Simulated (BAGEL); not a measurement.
# SiH3O (SMILES O[SiH2]): ROHF/def2-TZVP (density fitting with qzvpp-jkfit)

Aim: the vertical doublet–quartet gap of SiH3O at ROHF/def2-TZVP (density fitting with qzvpp-jkfit), from 2 runs. 

Program for the calculation: BAGEL 1.2.2.

3 further runs of the same task are left out: 2 that didn't finish, 1 set aside as unsound or not needed. Runs told in other sessions of the task aren't counted.

### 1 The molecule

The species is SiH3O (5 atoms), meant as a doublet with charge 0. As SMILES, `O[SiH2]`. Geometry: relaxed at GFN2-xTB. This is one conformer, not always the lowest.

Bond lengths: O1–Si2 1.639 Å, O1–H3 0.952 Å, Si2–H4 1.458 Å, Si2–H5 1.448 Å. Angles: O1–Si2–H4 110.9°, O1–Si2–H5 101.7°, Si2–O1–H3 122.7°, H4–Si2–H5 117.6°.

### 2 The energy at ROHF/def2-TZVP (density fitting with qzvpp-jkfit)

File job.json:

```json
{ "bagel": [

{
  "title": "molecule",
  "basis": "def2-tzvp.json",
  "df_basis": "qzvpp-jkfit",
  "angstrom": true,
  "geometry": [
    { "atom": "O", "xyz": [       0.557310,      -0.433760,       0.798460 ] },
    { "atom": "Si", "xyz": [       0.001930,       0.341950,      -0.533940 ] },
    { "atom": "H", "xyz": [       0.725690,      -1.370660,       0.814800 ] },
    { "atom": "H", "xyz": [      -1.244820,      -0.253580,      -1.000760 ] },
    { "atom": "H", "xyz": [      -0.040110,       1.716040,      -0.078560 ] }
  ]
},

{
  "title": "rohf",
  "nopen": 1
},

{
  "title": "print",
  "file": "orbitals.molden",
  "orbitals": true
}

]}
```

The basis set def2-TZVP is read from a file made from the Basis Set Exchange's data (not shown).

Started as:

```console
$ BAGEL_NUM_THREADS=1 BAGEL job.json > job.out
```

Output:

```text
* using 1 threads per process

  ===============================================================
  ===============================================================

  *** Geometry ***

  { "atom" : "O", "xyz" : [      1.053163,     -0.819688,      1.508871 ] },
  { "atom" : "Si", "xyz" : [      0.003647,      0.646192,     -1.009000 ] },
  { "atom" : "H", "xyz" : [      1.371355,     -2.590172,      1.539749 ] },
  { "atom" : "H", "xyz" : [     -2.352369,     -0.479197,     -1.891162 ] },
  { "atom" : "H", "xyz" : [     -0.075797,      3.242846,     -0.148457 ] },

  Number of auxiliary basis functions:      259

  Since a DF basis is specified, we compute 2- and 3-index integrals:
    o Being stored without compression. Storage requirement is 0.015 GB

  Number of basis functions:       86
  Number of electrons      :       25

    * METHOD: MOLECULE                             0.08

  *** Open-shell HF ***

  === Nuclear Repulsion ===
    58.0136674886

      * DIIS with orbital gradients will be used.

  === ROHF iteration (def2-tzvp.json) ===
      0       -365.35819487          0.05904371           0.04
      1       -365.46968453          0.04405371           0.04
      2       -365.52782561          0.03097365           0.04
      3       -365.58037708          0.00163950           0.04
      4       -365.58115938          0.00054774           0.04
      5       -365.58136621          0.00016328           0.04
      6       -365.58142004          0.00003486           0.04
      7       -365.58143802          0.00001576           0.04
      8       -365.58144012          0.00000655           0.04
      9       -365.58144036          0.00000312           0.04
     10       -365.58144045          0.00000137           0.04
     11       -365.58144045          0.00000044           0.04
     12       -365.58144042          0.00000013           0.04
     13       -365.58144040          0.00000004           0.04
     14       -365.58144040          0.00000002           0.04
     15       -365.58144040          0.00000001           0.04
    * SCF iteration converged.

    * S^2 (ROHF) is 0.7500

    * Permanent dipole moment:
           (    0.042529,     0.491857,     0.238679) a.u.

    * METHOD: ROHF                                 0.68

    * METHOD: PRINT                                0.02

  ===============================================================
```

Wall time 0.91 s (1 thread of Arm Neoverse V1, shared host).

### 3 The quartet at the same level

job.json: that of step 2 with these lines changed.

```diff
@@ -16,12 +16,5 @@
 
-{
-  "title": "rohf",
-  "nopen": 1
-},
+{ "title": "rohf", "nopen": 3 },
 
-{
-  "title": "print",
-  "file": "orbitals.molden",
-  "orbitals": true
-}
+{ "title": "print", "file": "orbitals.molden", "orbitals": true }
```

The basis set def2-TZVP is read from a file made from the Basis Set Exchange's data (not shown).

Started as:

```console
$ BAGEL_NUM_THREADS=1 BAGEL job.json > job.out
```

Output:

```text
* using 1 threads per process

  ===============================================================
  ===============================================================

  *** Geometry ***

  { "atom" : "O", "xyz" : [      1.053163,     -0.819688,      1.508871 ] },
  { "atom" : "Si", "xyz" : [      0.003647,      0.646192,     -1.009000 ] },
  { "atom" : "H", "xyz" : [      1.371355,     -2.590172,      1.539749 ] },
  { "atom" : "H", "xyz" : [     -2.352369,     -0.479197,     -1.891162 ] },
  { "atom" : "H", "xyz" : [     -0.075797,      3.242846,     -0.148457 ] },

  Number of auxiliary basis functions:      259

  Since a DF basis is specified, we compute 2- and 3-index integrals:
    o Being stored without compression. Storage requirement is 0.015 GB

  Number of basis functions:       86
  Number of electrons      :       25

    * METHOD: MOLECULE                             0.08

  *** Open-shell HF ***

  === Nuclear Repulsion ===
    58.0136674886

      * DIIS with orbital gradients will be used.

  === ROHF iteration (def2-tzvp.json) ===
      0       -364.96501393          0.06073422           0.04
      1       -364.91932862          0.07330712           0.04
      2       -364.96181232          0.06626873           0.04
      3       -365.27019023          0.00335731           0.04
      4       -365.27356920          0.00227883           0.04
      5       -365.27608040          0.00147864           0.04
      6       -365.27806662          0.00092843           0.04
      7       -365.27886865          0.00059655           0.04
      8       -365.27922197          0.00039073           0.04
      9       -365.27935329          0.00030391           0.04
     10       -365.27941931          0.00028656           0.04
     11       -365.27949740          0.00028740           0.04
     12       -365.27948208          0.00026016           0.04
     13       -365.27942357          0.00017540           0.04
     14       -365.27943291          0.00012085           0.04
     15       -365.27943968          0.00008056           0.04
     16       -365.27945944          0.00006664           0.04
     17       -365.27945527          0.00004276           0.04
     18       -365.27946304          0.00003071           0.04
     19       -365.27946736          0.00002938           0.04
     20       -365.27947038          0.00003180           0.04
     21       -365.27947019          0.00003137           0.04
     22       -365.27947123          0.00002936           0.04
     23       -365.27947118          0.00003034           0.04
     24       -365.27947126          0.00003011           0.04
     25       -365.27947027          0.00003392           0.04
     26       -365.27946752          0.00002455           0.04
     27       -365.27946957          0.00002146           0.04
     28       -365.27946910          0.00001506           0.04
     29       -365.27947088          0.00000891           0.04
     30       -365.27946963          0.00000421           0.04
     31       -365.27947010          0.00000178           0.04
     32       -365.27946991          0.00000097           0.04
     33       -365.27946996          0.00000066           0.04
     34       -365.27946995          0.00000044           0.04
     35       -365.27946995          0.00000031           0.04
     36       -365.27946995          0.00000035           0.04
     37       -365.27946994          0.00000033           0.04
     38       -365.27946994          0.00000028           0.04
     39       -365.27946994          0.00000017           0.04
     40       -365.27946995          0.00000010           0.04
     41       -365.27946995          0.00000005           0.04
     42       -365.27946995          0.00000004           0.04
     43       -365.27946995          0.00000003           0.04
     44       -365.27946995          0.00000002           0.04
     45       -365.27946995          0.00000001           0.04
     46       -365.27946995          0.00000001           0.04
    * SCF iteration converged.

    * S^2 (ROHF) is 3.7500

    * Permanent dipole moment:
           (    0.212468,     0.594466,    -0.484594) a.u.

    * METHOD: ROHF                                 1.87

    * METHOD: PRINT                                0.02

  ===============================================================
```

Wall time 2.1 s (1 thread of Arm Neoverse V1, shared host).

### 4 What came out

Level: ROHF/def2-TZVP (density fitting with qzvpp-jkfit).

| quantity | value |
| --- | --- |
| doublet: total energy | -365.58144 Eh |
| doublet: dipole moment | 1.39 D |
| doublet: ⟨S²⟩ | 0.750 |
| quartet: total energy | -365.27947 Eh |
| quartet: dipole moment | 2.02 D |
| quartet: ⟨S²⟩ | 3.750 |
| vertical energy of the quartet above the doublet | 8.217 eV |

What this shows: At this shape the quartet lies 8.22 eV (189 kcal/mol) above the doublet.
